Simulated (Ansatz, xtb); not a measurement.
A geometry optimisation of CH4FNO+ with r2SCAN-D4/def2-SVP

The starting geometry of this gas-phase doublet was built from a drawn formula by distance geometry and a force field; its bonds are those of `[NH3+]O[CH]F`.

```xyz
8

C    -1.8733    1.6564   -1.6976
F    -0.8709    0.8971   -1.2521
N    -0.3130    2.7286   -2.9979
O    -1.6514    2.7548   -2.5096
H    -0.0941    3.5447   -3.5063
H    -0.2163    1.8387   -3.5900
H     0.3415    2.5850   -2.2008
H    -2.8110    1.6406   -1.0978
```

Problem. Predict what it relaxes into with r2SCAN-D4/def2-SVP.

Solution. It keeps its bonds, and is `[NH3+]O[CH]F`.

The energy falls by 0.55 eV over 10 steps:

```
step  E − E(last) (eV)
   1             0.549
   2             0.195
   3             0.055
   4             0.014
   5             0.005
   6             0.001
   7             0.000
   8             0.000
   9             0.000
  10             0.000
```

Final geometry (Å):

```yaml
atoms:
  - { symbol: C, position_ang: [-1.8368, 1.5556, -1.6974] }
  - { symbol: F, position_ang: [-0.8988, 1.1966, -0.8388] }
  - { symbol: N, position_ang: [-0.3020, 2.6561, -3.0290] }
  - { symbol: O, position_ang: [-1.5413, 2.7438, -2.3333] }
  - { symbol: H, position_ang: [-0.1127, 3.6085, -3.3819] }
  - { symbol: H, position_ang: [-0.3684, 1.9894, -3.8218] }
  - { symbol: H, position_ang: [0.4537, 2.3649, -2.3806] }
  - { symbol: H, position_ang: [-2.8824, 1.5310, -1.3692] }
```

From the same start GFN2-xTB ends elsewhere, in pieces: CHFO + H3N.

No frequencies were run, so the end isn't proven a minimum. Open shells are spin-unrestricted. Run with Ansatz 0.2.0, 93 s on 1 thread of Arm Neoverse V2, on a shared host.
